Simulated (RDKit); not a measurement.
RDKit input (MMFF94):

```python
from rdkit import Chem
from rdkit.Chem import AllChem, rdDetermineBonds

mol = Chem.MolFromXYZFile('mol.xyz')
rdDetermineBonds.DetermineBonds(mol, charge=-1)
print('SMILES', Chem.MolToSmiles(Chem.RemoveHs(mol)))
ff = AllChem.MMFFGetMoleculeForceField(mol, AllChem.MMFFGetMoleculeProperties(mol))
e0 = ff.CalcEnergy()
flag = ff.Minimize(maxIts=5000, forceTol=1e-5)
print(f'energy {e0:.4f} -> {ff.CalcEnergy():.4f} kcal/mol, converged: {flag == 0}')
print(Chem.MolToXYZBlock(mol))
```
mol.xyz:
```
4

C      0.01969800    -0.00797679     0.73352803
Cl    -0.01247615     1.72980929    -0.06722393
Cl     1.49955960    -0.85425955    -0.13592839
Cl    -1.49403568    -0.87273440    -0.05573993
```

**Question.** Which steric energies does it print, before and after the minimisation?

**Answer.** 21.19 and 0.04 kcal/mol. They count from the force field's own zero for this bonding and are no heats of formation.
